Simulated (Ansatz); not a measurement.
Basis-set extrapolation for C2H6B, SMILES `C[B]C` radical (PBE0-D4/def2-TZVP geometry, frozen core, the Gaussian-basis code of Ansatz). Multiplicity 2, UHF reference.

```
                     cc-pV(T+d)Z  cc-pV(Q+d)Z
                 HF  -103.893798  -103.900380
    MP2 correlation    -0.433016    -0.460258
CCSD(T) correlation    -0.489094    -0.512579
```

Energies in hartree. Use E(X) = E(∞) + A·exp(−5.46·√X) for Hartree–Fock and E(X) = E(∞) + B·X^(−3.05) for correlation, with X = 3 and 4.

Problem. What is the CCSD(T) energy at the basis-set limit?

Solution. HF limit: -103.900380 + (-0.006582) × 0.30130 = -103.90236. Correlation limit: -0.512579 + (-0.023485) × 0.71189 = -0.52930. Total: -104.43166 hartree, 128.0 kJ/mol below CCSD(T)/cc-pV(T+d)Z.
